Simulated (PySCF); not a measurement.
An unknown is described by computed data only.

Elements present: C, H and O. Monoisotopic mass: 84.0575 u.

| Property | Result |
| --- | --- |
| 13C NMR | chemical shifts (computed TMS as zero) by class: 222.6 (1 C), 40.6 (2 C), 26.6 (2 C) ppm [GIAO PBE0/pcSseg-1] |
| NMR, other nuclei | isotropic shieldings of nuclei other than C and H, by class: -329 (1 O) ppm [GIAO PBE0/pcSseg-1] |
| 1H NMR | chemical shifts (computed TMS as zero) by class: 2.11 (4 H), 1.90 (4 H) ppm [GIAO PBE0/pcSseg-1] |
| Rotational structure | rotational constants A, B, C: 6.748, 3.380, 2.436 GHz [GFN2-xTB] |
| Dipole | 3.06 D [PBE0/pcSseg-1] |

Electronic properties: PySCF, gas phase, density fitting. Levels stand in brackets. Isolated species at its GFN2-xTB geometry (one conformer only). NMR classes are plain means over equivalent atoms (diastereotopic ones count apart unless rotation or inversion swaps them), as if these changed places fast.

Task: Which formula fits the mass and the elements?

Result: C5H8O (calculated 84.0575). No other formula that holds each of these elements comes within 0.0003 u with a fitting electron parity and a possible valence count.

Task: Give a SMILES that accounts for the data.

Result: Numbering: `[O:1]=[C:2]1[CH2:3][CH2:4][CH2:5][CH2:6]1`. Its formula, C5H8O, gives 2 degrees of unsaturation: 1 ring and 1 π bond in the structure found. 5 carbons fall into 3 classes; from least to most shielded: ketone carbonyl carbon [C2] (222.6 ppm), sp3 carbon next to a carbonyl [C3/C6] (40.6 ppm, 2 C), ring CH2 carbon [C4/C5] (26.6 ppm, 2 C). Hydrogen classes from least to most shielded: 4 H on 2 like atoms (sp3 carbon next to a carbonyl), C3/C6 (2.11 ppm), 4 H on 2 ring CH2 carbons, C4/C5 (1.90 ppm). The other shieldings belong to: -329 ppm, ketone oxygen [O1]. The optimised geometry has point group C2 and is an asymmetric top. Structure: cyclopentanone, `O=C1CCCC1`. Computed isomers that give other values at the same levels: `C#CC(C)(C)O` (13C chemical shifts (computed TMS as zero) by class: 94.0 (1 C), 78.1 (1 C), 65.9 (1 C), 33.4 (2 C) ppm). The assignments are read from this structure; whether some other isomer fits the data as well wasn't checked.
